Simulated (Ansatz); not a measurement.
The input, for Ansatz 0.2.0:

```yaml
crystal:
  periodic: [false, false, false]
  atoms:
    - {symbol: Si, position_ang: [0.000000, 0.000000, 0.153800]}
    - {symbol: P, position_ang: [0.000000, 0.000000, -1.790600]}
    - {symbol: H, position_ang: [0.000000, 0.000000, 1.636800]}
basis:
  gaussian: {orbitals: cc-pVDZ}
total_charge: 1
magnetization: {spin_polarized: false, initial_magnetization: 1}
correlation: {active_space: {ras: {orbitals: [4, 1, 26], electrons: 9, max_holes: 2, max_particles: 2}, fixed_orbitals: true}}
```

```sh
$ ansatz run in.yaml --threads 1 --pin off --events-out ev --progress --plain --max-ram 2560MiB --backend cpu
```

Output:

```
419 factors; integrals over basis functions are off by at most 1.3e-3 eV
mean field evaluation 1: about -17138.8935 eV, gradient 1.3e1 eV
mean field evaluation 2: about -17138.8989 eV, gradient 1.3e1 eV
mean field evaluation 4: about -17139.7455 eV, gradient 1.8e0 eV
mean field evaluation 8: about -17139.7713 eV, gradient 3.1e-3 eV
mean field evaluation 16: about -17139.7713 eV, gradient 3.7e-4 eV
mean field -17139.77130160 eV, -629.8749775796 hartree, gradient 2.8e-6 eV, S^2 0.750000; 2 other end points of the search recorded, 0 dependent functions left out
reference -17139.77130160 eV, -629.8749775796 hartree; 15, 14 occupied and 26, 27 virtual orbitals, 419 factors
state -17144.75713094 eV, -630.0582034283 hartree
Total energy: -17144.75713094 eV, -630.0582034283 hartree
```

Natural occupations: 1.9717 1.9613 1.9397 1.9288 0.9837 0.0559 0.0373 0.0297 0.0144 0.0117 0.0094 0.0091 0.0091 0.0073 0.0042 0.0041 0.0035 0.0034 0.0031 0.0027 0.0026 0.0022 0.0018 0.0008.

For the same geometry and basis UCCSDTQ lies 729.2 meV lower.

Ran on 1 thread of AMD EPYC 7R13, shared host: 1.1 s wall, 0.12 GiB peak host memory.
